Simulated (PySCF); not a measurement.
**Shapes and spin states of SiHCl**

Level of theory: PBE0/[Si def2-TZVP, H def2-TZVP, Cl def2-TZVP], no relativity, density fitting, PySCF.

Relaxations began from a few typed shapes and spin states; open shells are unrestricted. The search is not exhaustive: other isomers or separated fragments can lie lower, and high-lying points may rest on an excited occupation.

Which is the lowest minimum found?
A. singlet Cs: Si–Cl 2.077 Å, Si–H 1.529 Å; Cl–Si–H 94.7°
B. triplet Cs: Si–Cl 2.048 Å, Si–H 1.491 Å; Cl–Si–H 115.5°
C. singlet C∞v: Si–Cl 2.346 Å, Si–H 1.668 Å; Cl–Si–H 180.0°

A. The others lie at 120.0 (triplet Cs), 305.6 (singlet C∞v, a saddle point) kJ/mol above it.

Counting electrons, silicon keeps 2 of its valence electrons outside its bonds, so the VSEPR class is AX2E1 and the expected shape is bent; with unlike ligands the computed point group is Cs.
